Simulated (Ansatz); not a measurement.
## Ti3B4 (Immm)

Level of theory: Ansatz, DFT r2SCAN, scalar-relativistic, plane waves, PAW.

Settings: cutoff 500 eV, Γ-centred mesh 16×16×16 on the computed 7-atom cell, Gaussian smearing of 0.10 eV; no spin polarisation.

The structure is relaxed at this level of theory with its symmetry kept. Whether it is the stable form of this composition wasn't checked.

```cif
data_structure
_symmetry_space_group_name_H-M 'P 1'
_symmetry_Int_Tables_number 1
_cell_length_a 7.2118
_cell_length_b 7.2118
_cell_length_c 7.2118
_cell_angle_alpha 155.723
_cell_angle_beta 153.904
_cell_angle_gamma 35.941
_cell_volume 67.75
loop_
_atom_site_label
_atom_site_type_symbol
_atom_site_fract_x
_atom_site_fract_y
_atom_site_fract_z
_atom_site_occupancy
Ti1 Ti 0.18523 0.68523 0.50000 1
Ti2 Ti 0.81477 0.31477 0.50000 1
Ti3 Ti 0.00000 0.00000 0.00000 1
B1 B 0.36824 0.86824 0.50000 1
B2 B 0.63176 0.13176 0.50000 1
B3 B 0.43568 0.43568 0.00000 1
B4 B 0.56432 0.56432 0.00000 1
```

Q: Formation energy from the elements' standard states (uncorrected)?

A: -1.000 eV/atom.

Q: Density of states at the Fermi level?

A: 2.01 states/eV per cell.

Q: Löwdin character within 0.5 eV of the Fermi level?

A: Ti 3d 85 %, B 2p 11 %.

Q: Bader charges (e)?

A: Ti (2 in the cell) 1.31, Ti (1 in the cell) 1.55, B (2 in the cell) -1.24, B (2 in the cell) -0.85.

Cost: 1 run of about 12 core-minutes, on Arm Neoverse V2 (shared hosts).